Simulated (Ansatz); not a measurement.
Two shapes of singlet CH2O.

Shape 1:

```xyz
4

C     0.0000    0.0000   -0.5228
O     0.0000    0.0000    0.6733
H     0.0000   -0.9444   -1.1247
H     0.0000    0.9444   -1.1247
```

Shape 2:

```xyz
4

C     0.0000    0.0000   -0.4810
O     0.0000    0.0000    0.6194
H     0.0000   -0.8689   -1.0347
H     0.0000    0.8689   -1.0347
```

Basis set: cc-pVTZ (spherical functions). Left uncorrelated: 2 orbitals. Charge 0, multiplicity 1.

Computed with Ansatz (development build ahead of 0.2.0); each method stands on the lowest determinant of its kind that the runs found.

**Question.** Which shape is lower in energy, and by how much in each method?

**Answer.**

| method | E(2) − E(1) (eV) |
| --- | --- |
| RHF | 0.515 |
| RHF-MP2 | 0.849 |

Shape 1 is lower. Caution: no unrestricted run beside it, a lower state can exist.
